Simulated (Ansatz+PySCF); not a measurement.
Results of a calculation; reference values are marked as such.
Input for Ansatz (development build ahead of 0.2.0):

```yaml
crystal:
  periodic: [false, false, false]
  atoms:
    - { symbol: H, position_ang: [0.0, 0.0, -1.57482] }
    - { symbol: C, position_ang: [0.0, 0.0, -0.49392] }
    - { symbol: C, position_ang: [0.0, 0.0, 0.75639] }
basis:
  gaussian: { orbitals: def2-SVP }
total_charge: -1
magnetization:
  spin_polarized: true
hamiltonian:
  xc: { name: wB97X }
scf:
  omitted_lower_state_checks: [stability, starts, atomic_configurations, cluster_reference, orbital_swaps, given_window_search, neighbouring_geometries, increment]
```

The input is written out in the form of the current development build from the run's settings.

The run gave:

```yaml
Converged: yes
Total_energy: -76.61361 hartree
Spin_squared_of_the_determinant: 0.000
Occupied_orbitals_by_symmetry_in_an_Abelian_subgroup_alpha;_beta: 5 A1 1 B1 1 B2; 5 A1 1 B1 1 B2
```

Caution: no diffuse functions for an anion.
